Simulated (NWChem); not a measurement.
Everything below was run with NWChem. System: hydrogen fluoride (HF), charge 0, spin multiplicity 1, at a geometry optimised with PBE/def2-SVP. Level: G0W0@PBE/def2-TZVP, RI basis def2-tzvp-rifit.

Job file:

```
start mol
memory heap 200 mb stack 700 mb global 1700 mb
geometry units angstroms nocenter noautoz
  F      0.000000     0.000000     0.093229
  H      0.000000     0.000000    -0.839060
  symmetry group C2v
end
basis spherical
  * library def2-tzvp
end
basis "ri basis" bse spherical
  * library def2-tzvp-rifit
end
dft
  xc xpbe96 cpbe96
  iterations 100
  direct
  tolerances tight
end
task dft energy
gw
  states alpha occ 4 vir 2
end
task dft gw
```

NWChem printed:

```
             Northwest Computational Chemistry Package (NWChem) 7.3.0
             --------------------------------------------------------

                                NWChem Input Module
                                -------------------

 Scaling coordinates for geometry "geometry" by  1.889725989
 (inverse scale =  0.529177249)

 Turning off AUTOSYM since
 SYMMETRY directive was detected!

                             Geometry "geometry" -> ""
                             -------------------------

 Output coordinates in angstroms (scale by  1.889725989 to convert to a.u.)

  No.       Tag          Charge          X              Y              Z
 ---- ---------------- ---------- -------------- -------------- --------------
    1 F                    9.0000     0.00000000     0.00000000     0.09322900
    2 H                    1.0000     0.00000000     0.00000000    -0.83906000

 Effective nuclear repulsion energy (a.u.)       5.1084966582

            Nuclear Dipole moment (a.u.)
            ----------------------------
        X                 Y               Z
 ---------------- ---------------- ----------------
     0.0000000000     0.0000000000     0.0000018897

      Symmetry information
      --------------------

 Group name             C2v
 Group number             16
 Group order               4
 No. of unique centers     2

      Symmetry unique atoms

     1    2


 Summary of "ao basis" -> "" (spherical)
 ------------------------------------------------------------------------------
       Tag                 Description            Shells   Functions and Types
 ---------------- ------------------------------  ------  ---------------------
 *                         def2-tzvp                  on all atoms

 new library libraries.bse/

 Summary of "ri basis" -> "" (spherical)
 ------------------------------------------------------------------------------
       Tag                 Description            Shells   Functions and Types
 ---------------- ------------------------------  ------  ---------------------
 *                      def2-tzvp-rifit               on all atoms

  pbe96 is a nonlocal functional; adding pw91lda local functional.

                                 NWChem DFT Module
                                 -----------------

 Summary of "ao basis" -> "ao basis" (spherical)
 ------------------------------------------------------------------------------
       Tag                 Description            Shells   Functions and Types
 ---------------- ------------------------------  ------  ---------------------
 F                         def2-tzvp                11       31   5s3p2d1f
 H                         def2-tzvp                 4        6   3s1p

 Summary of "ao basis" -> "ao basis" (spherical)
 ------------------------------------------------------------------------------
       Tag                 Description            Shells   Functions and Types
 ---------------- ------------------------------  ------  ---------------------
 F                         def2-tzvp                11       31   5s3p2d1f
 H                         def2-tzvp                 4        6   3s1p

      Symmetry analysis of basis
      --------------------------

        a1         18
        a2          3
        b1          8
        b2          8

            General Information
            -------------------
          SCF calculation type: DFT
          Wavefunction type:  closed shell.
          No. of atoms     :     2
[...]
   Bfn.  Coefficient  Atom+Function         Bfn.  Coefficient  Atom+Function
  ----- ------------  ---------------      ----- ------------  ---------------
     7      0.506367  1 F  py                10      0.396193  1 F  py
    13      0.304421  1 F  py                36      0.028651  2 H  py

 Vector    5  Occ=2.000000D+00  E=-3.428286D-01  Symmetry=b1
              MO Center= -3.2D-15,  3.7D-30,  7.3D-02, r^2= 4.9D-01
   Bfn.  Coefficient  Atom+Function         Bfn.  Coefficient  Atom+Function
  ----- ------------  ---------------      ----- ------------  ---------------
     6      0.506367  1 F  px                 9      0.396193  1 F  px
    12      0.304421  1 F  px                35      0.028651  2 H  px

 Vector    6  Occ=0.000000D+00  E=-6.947258D-03  Symmetry=a1
              MO Center=  2.1D-15,  3.4D-15, -1.0D+00, r^2= 2.2D+00
   Bfn.  Coefficient  Atom+Function         Bfn.  Coefficient  Atom+Function
  ----- ------------  ---------------      ----- ------------  ---------------
    34      1.235096  2 H  s                  5     -0.680598  1 F  s
    14      0.320972  1 F  pz                33      0.251144  2 H  s
     8      0.213914  1 F  pz                11      0.164609  1 F  pz
     3     -0.141046  1 F  s                 32      0.091489  2 H  s
     2      0.069233  1 F  s                  4     -0.045052  1 F  s

 Vector    7  Occ=0.000000D+00  E= 3.443590D-01  Symmetry=a1
              MO Center=  3.2D-17, -5.8D-17, -7.7D-01, r^2= 1.9D+00
   Bfn.  Coefficient  Atom+Function         Bfn.  Coefficient  Atom+Function
  ----- ------------  ---------------      ----- ------------  ---------------
    33      1.958719  2 H  s                 34     -1.198376  2 H  s
    14      0.489256  1 F  pz                 5     -0.395232  1 F  s
    11      0.388643  1 F  pz                 8      0.241105  1 F  pz
    32      0.187070  2 H  s                  4     -0.148233  1 F  s
    37      0.049255  2 H  pz                 2      0.025431  1 F  s

 Vector    8  Occ=0.000000D+00  E= 4.906289D-01  Symmetry=b1
              MO Center= -2.2D-15,  1.2D-31,  8.6D-02, r^2= 1.8D+00
   Bfn.  Coefficient  Atom+Function         Bfn.  Coefficient  Atom+Function
  ----- ------------  ---------------      ----- ------------  ---------------
    12      1.213596  1 F  px                 9     -0.644316  1 F  px
     6     -0.321756  1 F  px

 center of mass
 --------------
 x =   0.00000000 y =   0.00000000 z =   0.08742706

 moments of inertia (a.u.)
 ------------------
           2.970542684952           0.000000000000           0.000000000000
           0.000000000000           2.970542684952           0.000000000000
           0.000000000000           0.000000000000           0.000000000000

     Multipole analysis of the density
     ---------------------------------

     L   x y z        total         alpha         beta         nuclear
     -   - - -        -----         -----         ----         -------
     0   0 0 0     -0.000000     -5.000000     -5.000000     10.000000

     1   1 0 0      0.000000      0.000000      0.000000      0.000000
     1   0 1 0      0.000000      0.000000      0.000000      0.000000
     1   0 0 1     -0.746210     -0.373106     -0.373106      0.000002

     2   2 0 0     -4.300173     -2.150086     -2.150086      0.000000
     2   1 1 0     -0.000000     -0.000000     -0.000000      0.000000
     2   1 0 1     -0.000000     -0.000000     -0.000000      0.000000
     2   0 2 0     -4.300173     -2.150086     -2.150086      0.000000
     2   0 1 1     -0.000000     -0.000000     -0.000000      0.000000
     2   0 0 2     -2.747283     -2.770368     -2.770368      2.793453

 Task  times  cpu:        0.3s     wall:        0.3s

                                NWChem Input Module
                                -------------------

                                 NWChem GW Module
                                 ----------------

                             ***********************
                             ***        GW       ***
                             ***********************

 Summary of "ri basis" -> "ri basis" (spherical)
 ------------------------------------------------------------------------------
       Tag                 Description            Shells   Functions and Types
 ---------------- ------------------------------  ------  ---------------------
 F                      def2-tzvp-rifit             22       76   8s6p4d3f1g
 H                      def2-tzvp-rifit              7       15   4s2p1d

                 Memory Information
                 ------------------
          Available GA per process is          1700.0 MBs
          Available stack per process is        700.0 MBs
          Available heap per process is           0.0 MBs

          Peak memory in Initialization
              Peak GA per process is                  0.3 MBs
              Peak stack per process is               0.0 MBs
              Peak heap per process is                0.3 MBs
              Memory not in MA per process            0.0 MBs

          Peak memory in AFF Calculation
              Peak GA per process is                  0.5 MBs
              Peak stack per process is               0.2 MBs
              Peak heap per process is                0.0 MBs
              Memory not in MA per process            0.2 MBs

          Computing 2-center integrals
          Computing Inverse Cholesky factor
          Computing 3-center integrals
          Computing V_xc ...

          Computing Sigma_x
          Computing RPA polarizability
          Solving quasiparticle equations

                  Alpha Orbitals
          State     Energy (eV)     Error (eV)
          -----------------------------------
@GW         2        -36.075           0.004
@GW         3        -19.223           0.004
@GW         4        -15.122           0.004
@GW         5        -15.122           0.004
@GW         6          3.264           0.002
@GW         7         13.886           0.003

   Applying  -5.7936 eV scissor-shift to rest of particle states

   Applying   3.4531 eV scissor-shift to rest of hole states

     GW Timing Statistics
   ------------------------
   Init.   :          0.0s
     ERIs  :          0.0s
     Distr.:          0.0s
     Vxc   :          0.0s
   Sigma_x :          0.0s
   RPA     :          0.0s
   Wmn     :          0.0s
   Sigma_c :          0.0s
   GW total:          0.1s

 Task  times  cpu:        0.1s     wall:        0.1s

 Total times  cpu:        0.4s     wall:        0.4s
```
